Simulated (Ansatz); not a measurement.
# BeH+ (triplet): from Hartree-Fock to the top rungs, cc-pVQZ

An exercise on one series of results from a longer session: the logs are not shown, and one member is left open.

The runs use Ansatz 0.2.0, Gaussian basis; cc-pVQZ, core rule «outside noble gas», up to 1 orbitals frozen.

Plan: UHF; CCSD(T) on ROHF; CCSD(T) on UHF; BCCD(T) on ROHF; Full CI.

21 further runs of the same task are left out: 9 for a known fault of the program, 4 that didn't finish, 8 set aside as unsound or not needed.

## The geometry

The geometry is a PBE0/def2-TZVP stationary point (not a proven minimum) of the parent state, kept for this charge and spin.

2 atoms, charge 1, spin multiplicity 3.

Atoms are counted from 1 here; the program's logs count them from 0.

Bond lengths: Be1–H2 1.356 Å.

Set-up of the first run:

in.yaml reads:

```yaml
crystal:
  periodic: [false, false, false]
  atoms:
    - {symbol: Be, position_ang: [0.000000, 0.000000, 0.000000]}
    - {symbol: H, position_ang: [0.000000, 0.000000, 1.356000]}
basis:
  gaussian: {orbitals: cc-pVQZ}
total_charge: 1
magnetization: {spin_polarized: true, initial_magnetization: 2}
hamiltonian: {xc: hf}
output: {orbitals: {seedname: orbitals}}
```

Run with:

```console
$ ansatz run in.yaml --threads 1 --pin off --events-out ev --progress --plain --max-ram 2393MiB
```

Among the steps run: UHF; CCSD(T) on ROHF; CCSD(T) on UHF; BCCD(T) on ROHF; Full CI.

One table of the session follows, with a row left open; its other results are not shown here.

It belongs to the step «Misses and costs». 

```
  method  from FCI (kcal/mol)
    ROHF                +1.38
     UHF                    ?
    RMP2                +0.48
    UMP2                +0.45
   RCCSD                 0.00
   UCCSD                -0.03
RCCSD(T)                 0.00
UCCSD(T)                -0.03
 BCCD(T)                 0.00
     FCI                    0
```

**Question.** Estimate the row for UHF.

**Answer.** from FCI (kcal/mol): +1.35. In the column «from FCI (kcal/mol)» it lies between RMP2 (+0.48) and ROHF (+1.38).

To keep in mind: Levels on UHF freeze UHF's core orbitals, full CI those of ROHF, so the U rows can settle a little off it for that reason alone. Restricted and unrestricted rows rest on different reference determinants; where their highest levels disagree by more than a few hundredths of an eV, they describe different states and don't form one ladder.
